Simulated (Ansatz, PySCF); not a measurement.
Species: C$_{2}$H$_{6}$N, charge 0, doublet. C2H6N (SMILES N(C)[CH2], doublet).
B3LYP-D3(BJ)/def2-TZVP minimum from Ansatz (a first-principles code):
```xyz
9

C     -0.1173    -0.1522     1.2661
N      0.0966     0.4837     0.0577
C      0.0134    -0.2820    -1.1694
H      0.0488     0.4281     2.1618
H     -0.8649    -0.9333     1.2779
H      0.8364     1.1693     0.0663
H      0.7893    -1.0556    -1.2447
H      0.0972     0.3862    -2.0263
H     -0.9593    -0.7753    -1.2192
```
Charge 0, spin multiplicity 2.

Atomisation energy term by term, kcal/mol (programs: Ansatz). Radicals and triplets start from unrestricted determinants; spin-orbit coupling is neglected. Correlated methods leave the cores frozen. Rows without X2C or -DK are non-relativistic. CBS(X,Y): correlation extrapolated as X^-3, Hartree-Fock from the larger set. A bracket is a step between two methods taken in the basis named. '+ core + X2C': CCSD(T) terms for core correlation (cc-pwCVTZ) and scalar relativity (cc-pVTZ-DK). For partners of very few electrons the exact lower level stands in for a higher one.

| term | basis | kcal/mol |
|---|---|---|
| Hartree-Fock | cc-pVQZ | 558.13 |
| CCSD correlation | CBS(cc-pVTZ,cc-pVQZ) | 199.68 |
| (T) | CBS(cc-pVTZ,cc-pVQZ) | 10.86 |
| CCSDT(Q) - CCSD(T) | cc-pVDZ | 0.51 |
| core correlation | cc-pwCVTZ | 2.92 |
| scalar relativity | X2C, cc-pVTZ-DK | -0.66 |
| minus zero-point energy | Hessian by PySCF at B3LYP-D3(BJ)/def2-TZVP | -49.18 |
| sum: D0 |  | 722.3 |
